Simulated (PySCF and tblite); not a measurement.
The numbers below are computed, except where a source is named.
C4H8O, numbered as in [CH3:1][CH2:2][CH2:3][CH:4]=[O:5].

The ensemble was built from 90 distance-geometry starts (ETKDG and KDG, MMFF94s, GFN2-xTB) and rests on PBE0-D3(BJ)/def2-SVP geometries. Energies: PBE0-D3(BJ)/def2-TZVP (IEF-PCM, chloroform), with GFN2-xTB thermal terms (modes under about 100 cm⁻¹ blended into free rotors). Symmetry numbers and mirror images are counted. Conformers within 3 kcal/mol (GFN2-xTB free energy) were kept, 8 at most. Couplings: B3LYP/pcJ-1 (gas phase; spin-dipole term only for pairs with B, N, F, Si or P). Couplings are for ¹³C, ¹H, ¹⁷O; a prime marks the second kind of pair between the same two sets of atoms. (PySCF 2.14, tblite 0.8.)

Torsions listed: C1–C2–C3–C4, C2–C3–C4–O5. Of a mirror pair one member is shown.

```json
{"conformer": "1", "shape": "180°, 0°", "weight %": "35.8"}
{"conformer": "2", "shape": "71°, 4°", "weight %": "29.0"}
{"conformer": "3", "shape": "177°, 131°", "weight %": "16.4"}
{"conformer": "4", "shape": "-66°, 134°", "weight %": "16.1"}
{"conformer": "5", "shape": "67°, 124°", "weight %": "2.8"}
```

Q: Give the couplings in each conformer and the averages at 298.15 K (pairs that fast motion interchanges averaged).

A: 
```
  coupling  pairs      1      2      3      4  average (Hz)
 ¹J(C1,C2)      1   37.6   36.7   37.6   36.8          37.2
 ¹J(C1,H1)      3  131.7  132.8  132.6  132.4         132.3
 ²J(C1,H2)      2   -3.4   -3.8   -3.7   -3.4          -3.5
 ³J(C1,H3)      2    2.6    6.5    3.0    7.8           4.7
 ¹J(C2,C3)      1   38.6   38.3   35.8   35.5          37.5
 ³J(C2,O5)      1   -1.4   -1.0   -1.1   -0.9          -1.2
 ²J(H1,C2)      3   -3.5   -3.6   -3.5   -3.4          -3.5
 ¹J(C2,H2)      2  133.7  132.8  131.3  132.7         132.8
 ²J(C2,H3)      2   -3.0   -2.6   -4.2   -3.6          -3.2
 ³J(C2,H4)      1    3.5    3.8    1.4    1.2           2.9
 ¹J(C3,C4)      1   41.5   41.0   42.6   41.9          41.6
 ²J(C3,O5)      1    0.7    0.8    0.0    0.1           0.5
 ³J(H1,C3)      3    5.8    6.0    5.7    5.8           5.8
 ²J(H2,C3)      2   -4.2   -3.4   -3.3   -3.5          -3.7
 ¹J(C3,H3)      2  127.8  128.2  132.7  133.1         129.7
 ²J(C3,H4)      1   27.5   27.3   28.1   28.1          27.6
 ¹J(C4,O5)      1   34.0   34.1   34.1   34.1          34.1
 ³J(H2,C4)      2    2.0    7.5    2.9    9.2           5.0
 ²J(H3,C4)      2   -5.5   -5.5   -6.4   -6.4          -5.8
 ¹J(C4,H4)      1  173.0  172.9  169.8  169.2         171.8
 ³J(H3,O5)      2   -2.1   -2.2   -2.0   -2.0          -2.1
 ²J(H4,O5)      1   -4.1   -4.2   -4.0   -4.0          -4.1
 ²J(H1,H1)      3  -14.1  -14.0  -14.1  -14.3         -14.1
 ³J(H1,H2)      6    8.5    8.2    8.2    8.4           8.4
 ²J(H2,H2)      1  -16.4  -15.1  -14.7  -15.9         -15.7
 ³J(H2,H3)      2   14.8    2.0   15.9    2.8           9.2
³J(H2,H3′)      2    3.9   10.2    4.3   10.9           7.0
 ²J(H3,H3)      1  -23.3  -23.3  -15.6  -16.3         -20.8
 ³J(H3,H4)      2    0.4    0.4    3.8    3.7           1.5
```

Thermal terms of a conformer that GFN2-xTB lacks, or places elsewhere, come from the nearest GFN2-xTB minimum; such a conformer stays in the set even outside the window.
